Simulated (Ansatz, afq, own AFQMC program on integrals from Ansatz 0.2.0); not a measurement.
Where AFQMC and coupled cluster stand for NaO⁺, singlet

```yaml
atoms:
  - { symbol: O, position_ang: [0.0000, 0.0000, 0.0000] }
  - { symbol: Na, position_ang: [0.0000, 0.0000, 2.5158] }
```

Basis cc-pVDZ. Only valence electrons are correlated. Integrals, coupled cluster, full CI and functionals: Ansatz 0.2.0; the random walks run on the same integrals in our own AFQMC program. ph-AFQMC/CISD is guided by a CISD state made of CCSD amplitudes; releasing the constraint for a short imaginary time cuts its bias at the price of noise, slowly where states lie close. Error bars are statistical, one sigma.

Determinant: RHF, the one that the program's search chose, which needn't be the lowest solution. The geometry is a PBE0/def2-TZVP stationary point of this or a neighbouring charge and spin state.

Full CI on the same integrals is exact in this basis and with this determinant's frozen core.

Cautions: another spin lies lower (by 2.17 eV); restricted determinant unstable towards unrestricted (UHF 2.44 eV lower, ⟨S²⟩ 1.01); strong correlation (T1 0.006, weight of the determinant 0.84, largest double 0.30); the CCSDT(Q) amplitudes may be one of several solutions (largest double 0.92); the CCSDTQ amplitudes may be one of several solutions (largest double 0.92); the ph-AFQMC/CISD walk drifts between its halves (2.9 errors); the released energy hasn't reached full CI (50 meV above it at 0.99 1/Eh, later times being too noisy to tell), so no released level is given (meV from the phaseless value at times in 1/Eh: -11 ± 11 at 0.24, -22 ± 17 at 0.51, -18 ± 12 at 0.99, -14 ± 24 at 1.62, -15 ± 27 at 2.40); the determinant fills πx and πy unequally, so it mixes two states of the linear molecule, and each level undoes that mixture to a different degree, while full CI gives the lower state; CCSDTQ on the UHF determinant differs (2.16 eV lower), perhaps since the unrestricted series falls towards higher spin.

```
T1 diagnostic                               : 0.0055
weight of the determinant in the CISD state : 0.837
size of the correlated space                : 6 electrons in 26 orbitals
```

```
  level  correlation energy (eV)
    MP2                  -3.2905
   CCSD                  -4.2027
CCSD(T)                  -4.3936
```

Question: Estimate where full CI lies against CCSD(T) on the same integrals.

Answer: 17.9 kJ/mol below CCSD(T).

Reference: full CI, correlation energy -4.579 eV. The cautions show a poor starting determinant, so the rows tell how each method copes with it here, and full CI is the sure value.

| level | E − E(reference) (kJ/mol) | share of correlation (%) |
| --- | --- | --- |
| CCSD(T) | 17.9 | 95.94 |
| CCSDT | 0.7 | 99.84 |
| CCSDT(Q) | -0.3 | 100.06 |
| CCSDTQ | 0.0 | 99.99 |
| ph-AFQMC/CISD | 6.5 ± 1.0 | 98.52 |

CCSDT and higher add their correlation energy to the determinant of the CCSD(T) run, since their own runs factorise the integrals more tightly (a shift of under 2 meV).
